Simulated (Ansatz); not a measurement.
A run for Ansatz (an electronic-structure program): R-wB97X-V/def2-TZVPPD on C2H2 (SMILES C#C). Files ending in .json are basis or fitting sets from the Basis Set Exchange.

Ansatz 0.2 input:
```yaml
crystal:
  periodic: [false, false, false]
  atoms:
    - {symbol: C, position_ang: [-0.59913239, -0.07435738, -2.19272482]}
    - {symbol: H, position_ang: [-1.66113739, -0.07431438, -2.19864582]}
    - {symbol: C, position_ang: [0.61270661, -0.07445138, -2.18949582]}
    - {symbol: H, position_ang: [1.67473261, -0.07458038, -2.18969182]}
basis:
  gaussian:
    orbitals: def2-TZVPPD.json
hamiltonian:
  xc: {name: wB97X-V}
scf: {lower_state_search: off}
```

The head of its log:

```
WARN ansatz: RAYON_NUM_THREADS=2 ignored (pool sized by the plan → 2); use --threads N
Functional definition: wB97X-V
these checks for a lower state are left out or cut short: stability, starts, cluster_reference, orbital_swaps, neighbouring_geometries, increment
integrals: 0.02 GiB planned
466 factors; their error is unknown
integrals: 0.06 GiB planned
146 factors; integrals over basis functions are off by at most 7.7e-5 eV
mean field: 0.31 GiB planned
mean field evaluation 1: about -2102.3667 eV, gradient 2.9e1 eV
mean field evaluation 2: about -2103.7166 eV, gradient 1.6e1 eV
```

Question: Give the final energy of this run.

Answer: -77.3321 hartree.
